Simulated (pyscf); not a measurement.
**Concerted two-bond exchange: F–SiH₃ + GeH₃• → •H₂Si–GeH₃ + hydrogen fluoride (HF)**

Gas phase, doublet surface, charge 0. Bonds broken: Si1–H4, Si1–F9. Bonds formed: Si1–Ge2, H4–F9. PySCF, gas phase, ωB97X-D3(BJ)/def2-SVP geometries.

Transition state (Å):

```xyz
9

Si    -0.1091    -0.4354    -0.7188
Ge    -0.4159     0.7140     1.3505
H      1.3160    -0.8356    -0.8347
H     -0.5500     0.8062    -1.7639
H     -1.0269    -1.6019    -0.7564
H      0.4944     1.9514     1.3963
H     -0.0780    -0.1923     2.5514
H     -1.8770     1.1738     1.4766
F     -0.3133    -0.0128    -2.6879
```

One imaginary mode, 878i cm⁻¹; descent along it reached the two sides named.

```tsv
bond	change	reactant side (Å)	saddle	product side
Si1–H4	breaks	1.487	1.682	2.9
Si1–F9	breaks	1.632	2.024	3.0
Si1–Ge2	forms	3.3	2.387	2.363
H4–F9	forms	2.516	1.257	0.925
```

Electronic energies relative to the separated reactants (kJ/mol):

```
level                   barrier  reaction energy  reverse barrier
----------------------  -------  ---------------  ---------------
ωB97X-D3(BJ)/def2-TZVP    198.5           +112.5             86.0
PBE/def2-TZVP             171.4           +111.2             60.3
r²SCAN/def2-TZVP          196.1           +124.6             71.5
B3LYP-D3(BJ)/def2-TZVP    211.2           +131.2             80.0
PBE0-D3(BJ)/def2-TZVP     192.5           +110.3             82.2
M06-2X/def2-TZVP          250.3           +146.7            103.6
ωB97M-D3(BJ)/def2-TZVP    227.4           +141.1             86.3
HF/def2-TZVP              328.8           +161.4            167.4
```

With ωB97M-D3(BJ)/def2-TZVP energies and thermal terms (ideal gas, 1 atm, RRHO with modes under 100 cm⁻¹ raised to 100, one conformer, R ln 2 for chiral ones without a mode under 150 cm⁻¹), in kJ/mol:

```tsv
T (K)	ΔH‡	ΔG‡	ΔH	ΔG
298	221.3	258.2	+144.3	+141.6
600	225.5	294.0	+148.8	+136.8
900	229.4	327.3	+151.1	+130.3
1200	233.0	359.4	+152.4	+123.2
```

This saddle turned up in a search for another step; its sides and bond changes are read from the two ends of the descent. •H₂Si–GeH₃ lies 35.1 kJ/mol over its isomer H₃Si–GeH₂• (electronic energy, ωB97M-D3(BJ)/def2-TZVP). This is the saddle that the search found; another between the same sides may lie lower. Elements up to Kr have no core potential and no relativistic terms here.
